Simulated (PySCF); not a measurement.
Published values to compare with (the computed states carry no symmetry labels, so the two lists aren't matched line by line):

| state | E (eV) | f | kind of transition | source |
| --- | --- | --- | --- | --- |
| 3Σ+(3d,4s) | 2.06 |  | vertical absorption | [1] |
| 3Π(3d,4s) | 2.47 |  | vertical absorption | [1] |
| 1Σ+(3d,4s) | 2.57 |  | vertical absorption | [1] |
| 1Π(3d,4s) | 2.79 |  | vertical absorption | [1] |

[1] computed, theoretical best estimate (aug-cc-pVTZ, non-relativistic), gas; Jacquemin, Kossoski, Gam, Boggio-Pasqua, Loos, transition metal compounds, arXiv:2309.17311 (2023)

Compound: copper monofluoride, CuF (singlet state).
Structure used (PBE0-D3(BJ)/def2-TZVP), in Å, numbered top down from 1:
```
atom  x, y, z in Å
F1     0.891   -0.045    0.003
Cu2   -0.873    0.006   -0.020
```

Computed, not measured: TDDFT CAM-B3LYP/aug-cc-pVTZ, vertical, gas phase, core orbitals frozen in the response (PySCF 2.14.0, density-fitted response routines). Isolated species at its PBE0-D3(BJ)/def2-TZVP geometry, gas phase.

Computed singlets: 2.43 eV (f 0.003); 2.48 eV (f 0.012 summed over 2 states); 2.83 eV (f 0.000 summed over 2 states); 5.40 eV (f 0.007 summed over 2 states); 6.11 eV (f 0.154 summed over 2 states) [of 10 roots; the last level is left out, as the window may have cut its degenerate partner]. Computed triplets (Tamm–Dancoff): 1.62, 2.00, 2.00 eV.

**Question.** How does the lowest computed singlet compare with the best estimate listed for the lowest singlet (vertical absorption)?

**Answer.** 2.43 eV against 2.57 eV for 1Σ+(3d,4s) [1]: a difference of -0.14 eV. Geometry and basis of the two calculations needn't be the same.

**Question.** How does the lowest computed triplet compare with the best estimate listed for the lowest triplet (vertical absorption)?

**Answer.** 1.62 eV against 2.06 eV for 3Σ+(3d,4s) [1]: a difference of -0.44 eV. Geometry and basis of the two calculations needn't be the same.
